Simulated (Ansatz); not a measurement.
fcc Al was calculated with RPBE (plane waves, PAW; Ansatz, an electronic-structure program).

Numerical settings: plane-wave cutoff 520 eV, 24×24×24 k mesh, Fermi–Dirac smearing 0.05 eV, scalar-relativistic PAW data made under PBE.

A third-order Birch–Murnaghan fit to the energies gives V0 = 16.788 Å³/atom, B0 = 74.8 GPa, B′ = 4.6.

```
V (Å³/atom)     P (GPa)
-----------  ----------
15.781             5.34
16.117       (withheld)
16.453             1.58
16.789             0.00
17.125       (withheld)
17.460       (withheld)
17.796            -3.81
```

**Question.** Estimate the withheld pressures from this fit; the answers are the runs' own values.

**Answer.** 
- 16.117, P (GPa): 3.35
- 17.125, P (GPa): -1.42
- 17.460, P (GPa): -2.68

The formula P = (3/2) B0 (x^(7/3) − x^(5/3)) [1 + (3/4)(B′ − 4)(x^(2/3) − 1)] with x = V0/V meets the computed pressures within 0.01 GPa when these rounded values are put in.

Measured, for comparison: bulk modulus 80.8 GPa (corrected for temperature and zero-point phonon effects, our sources range from 77.1 to 82.0; as tabulated in Levämäki et al. (2014), arXiv:1402.3671); equilibrium volume per atom 16.22 Å³/atom (static lattice: zero-point anharmonic expansion removed; as tabulated in Mejia-Rodriguez and Trickey (2018), arXiv:1807.09216). Computed (rounded) less measured: bulk modulus -7 % (-3 % to -9 % over the range), equilibrium volume per atom +3.5 %.

Computed values are for the static lattice.
